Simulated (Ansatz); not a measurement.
**SiCl (SMILES [Si]Cl): methods side by side**

SiCl: 2 atoms, total charge 0, spin state doublet. SMILES: `[Si]Cl`. The coordinates come from a PBE0-D4/def2-TZVP relaxation. The run starts from this shape.

```
atom    x (Å)    y (Å)    z (Å)
  Si   0.8818  -0.2937   0.4521
  Cl  -0.8818   0.2937  -0.4521
```

Quantity: the adiabatic ionisation energy (to the singlet cation, no zero-point term), in eV. The values are calculated.

```csv
level,kind,program,value (eV),CPU time (all runs)
UHF/STO-3G,Hartree–Fock,Ansatz,4.80,0.63 s
UHF/3-21G,Hartree–Fock,Ansatz,7.86,0.92 s
UHF/6-31G* (Cartesian functions),Hartree–Fock,Ansatz,7.16,2 s
UHF/cc-pVTZ,Hartree–Fock,Ansatz,7.03,3.8 s
USVWN5/def2-TZVP,LDA,Ansatz,7.30,3 s
UPBE/def2-SVP,GGA,Ansatz,7.34,2.8 s
UBLYP/cc-pVTZ,GGA,Ansatz,7.19,5.2 s
UB3LYP/6-31G* (Cartesian functions),global hybrid,Ansatz,7.48,4.5 s
UB3LYP-D4/def2-TZVP,global hybrid,Ansatz,7.38,6.6 s
U-wB97X-V/def2-TZVP,range-separated hybrid,Ansatz,7.31,16 s
```

The values span 4.80 to 7.86 eV. Without the sets that lack polarisation functions the rows with a basis span only 7.03 to 7.48 eV. CPU times are rough (shared hosts, several kinds of processor): they show what a rung costs within a factor of a few.
